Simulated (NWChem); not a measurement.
System: C$_{3}$H$_{4}$ cation, doublet; SMILES of the neutral closed-shell parent C=C=C

The following NWChem deck was run.

```
start job
memory heap 200 mb stack 700 mb global 900 mb
charge 1
geometry units angstroms noautoz
  C      0.000000    -1.325497     0.000000
  C      0.000000     0.000000     0.000000
  C      0.000000     1.325497     0.000000
  H     -0.866644    -1.902109    -0.391989
  H      0.866644    -1.902109     0.391989
  H      0.866644     1.902109    -0.391989
  H     -0.866644     1.902109     0.391989
end
basis spherical
  * library 6-31g*
end
dft
  odft
  mult 2
  xc m06
  iterations 150
  mulliken
end
task dft energy
```

Excerpt of the output:

```
             Northwest Computational Chemistry Package (NWChem) 7.3.0
             --------------------------------------------------------

 D2  symmetry detected

                             Geometry "geometry" -> ""
                             -------------------------

 Output coordinates in angstroms (scale by  1.889725989 to convert to a.u.)

  No.       Tag          Charge          X              Y              Z
 ---- ---------------- ---------- -------------- -------------- --------------
    1 C                    6.0000     0.00000000    -1.32549700     0.00000000
    2 C                    6.0000     0.00000000     0.00000000     0.00000000
    3 C                    6.0000     0.00000000     1.32549700     0.00000000
    4 H                    1.0000    -0.86664400    -1.90210900    -0.39198900
    5 H                    1.0000     0.86664400    -1.90210900     0.39198900
    6 H                    1.0000     0.86664400     1.90210900    -0.39198900
    7 H                    1.0000    -0.86664400     1.90210900     0.39198900

 Effective nuclear repulsion energy (a.u.)      58.1769304655

      Symmetry information
      --------------------

 Group name             D2
 Group number             11
 Group order               4
 No. of unique centers     3

                                 NWChem DFT Module
                                 -----------------

 Summary of "ao basis" -> "ao basis" (spherical)
 ------------------------------------------------------------------------------
       Tag                 Description            Shells   Functions and Types
 ---------------- ------------------------------  ------  ---------------------
 C                           6-31g*                  6       14   3s2p1d
 H                           6-31g*                  2        2   2s

      Symmetry analysis of basis
      --------------------------

        a1         15
        b1         11
        b2         13
        b3         11

            General Information
            -------------------
          SCF calculation type: DFT
          Wavefunction type:  spin polarized.
          No. of atoms     :     7
          No. of electrons :    21
           Alpha electrons :    11
            Beta electrons :    10
          Charge           :     1
          Spin multiplicity:     2
          Use of symmetry is: on ; symmetry adaption is: on
          Maximum number of iterations: 150
          AO basis - number of functions:    50
                     number of shells:    26
          Convergence on energy requested:  1.00D-06
          Convergence on density requested:  1.00D-05
          Convergence on gradient requested:  5.00D-04

              XC Information
              --------------
                          M06 Method XC Functional
                     Hartree-Fock (Exact) Exchange  0.270
                           M06 Exchange Functional  1.000
                         M06 Correlation Potential  1.000

             Grid Information
             ----------------
          Grid used for XC integration:  medium
          Radial quadrature: Mura-Knowles
          Angular quadrature: Lebedev.
          Tag              B.-S. Rad. Rad. Pts. Rad. Cut. Ang. Pts.
          ---              ---------- --------- --------- ---------
          C                   0.70       49           9.0       434
          H                   0.35       45          10.0       434
          Grid pruning is: on
          Number of quadrature shells:   143
          Spatial weights used:  Erf1

      Superposition of Atomic Density Guess
      -------------------------------------

 Sum of atomic energies:        -114.97369260

 Renormalizing density from      22.00 to     21

      Non-variational initial energy
      ------------------------------

 Total energy =    -112.650935
 1-e energy   =    -255.823182
 2-e energy   =      84.995317
 HOMO         =      -0.571704
 LUMO         =      -0.384623

   Symmetry analysis of molecular orbitals - initial alpha
   -------------------------------------------------------

  Numbering of irreducible representations:

     1 a1          2 b1          3 b2          4 b3

  Orbital symmetries:

     1 a1          2 b2          3 a1          4 a1          5 b2
     6 a1          7 b3          8 b2          9 b1         10 b1
    11 b3         12 b3         13 b1         14 a1         15 b2
    16 b1         17 a1         18 b3         19 b2         20 a1
    21 b1

   Symmetry analysis of molecular orbitals - initial beta
   ------------------------------------------------------

  Numbering of irreducible representations:

     1 a1          2 b1          3 b2          4 b3

  Orbital symmetries:

     1 a1          2 b2          3 a1          4 a1          5 b2
     6 a1          7 b3          8 b2          9 b1         10 b1
    11 b3         12 b3         13 b1         14 a1         15 b2
    16 b1         17 a1         18 b3         19 b2         20 a1
    21 b1

     ---------------------------------------------
      Total Density - Mulliken Population Analysis
     ---------------------------------------------

    Atom       Charge   Shell Charges
 -----------   ------   -------------------------------------------------------
    1 C    6     6.49   2.00  0.80  2.05  0.66  0.95  0.03
    2 C    6     5.73   2.00  0.83  1.90  0.46  0.50  0.04
    3 C    6     6.49   2.00  0.80  2.05  0.66  0.95  0.03
    4 H    1     0.57   0.39  0.18
    5 H    1     0.57   0.39  0.18
    6 H    1     0.57   0.39  0.18
    7 H    1     0.57   0.39  0.18

     --------------------------------------------
      Spin Density - Mulliken Population Analysis
     --------------------------------------------

[...]
```

Level: M06/6-31G* (spherical d), spin-unrestricted. In the optimisation the excess spin sits in b3 (D2, its own frame). Structure relaxed at the PBE-D3(BJ)/def2-SVP, spin-unrestricted level. This spin state was assumed; another may lie lower. No stability test was run on the SCF state.
